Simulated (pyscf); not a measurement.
A first-order saddle from PySCF, ωB97X-D3(BJ)/def2-SVP:

```xyz
9

C     -0.5064     0.2047    -0.2175
C     -0.5534    -0.6634     1.0036
H     -0.1451     1.4812     0.2757
H     -1.4609     0.4584    -0.6974
H      0.3180     0.0427    -0.9246
H      0.4252    -0.7040     1.5054
H     -0.8307    -1.6969     0.7247
H     -1.3002    -0.3004     1.7257
Cl     0.2235     2.6842     0.9835
```
Charge 0, spin multiplicity 2.

Surface: doublet, charge 0. Lowest wavenumbers (cm⁻¹): 865i, 116, 138, 379, 559.

### Question
Which two sides does it connect, and which bonds change?

### Answer
H₃C–CH₃ (SMILES CC) + Cl• (SMILES [Cl]) ⇌ •H₂C–CH₃ (SMILES [CH2]C) + HCl (SMILES Cl), a hydrogen abstraction read from left to right: C–H broken and Cl–H formed. At CCSD(T)/def2-TZVPP + ΔMP2(QZVPP) it lies +2.7 kcal/mol from the left side and +0.4 kcal/mol from the right (each side as separated species at their lowest minima found). On the product side the descent ends in a complex, 4.3 kcal/mol under the separated species and 1.9 kcal/mol under the saddle at ωB97X-D3(BJ)/def2-TZVP. At ωB97X-D3(BJ) the barrier from the zero used here is 0.4 kcal/mol. One saddle was located; it need not be the lowest between these sides. The angle at the transferred H is 171°. The CCSD(T) − MP2 part came from Ansatz, without density fitting, on the same reference. Left out: the spin-orbit lowering of Cl.
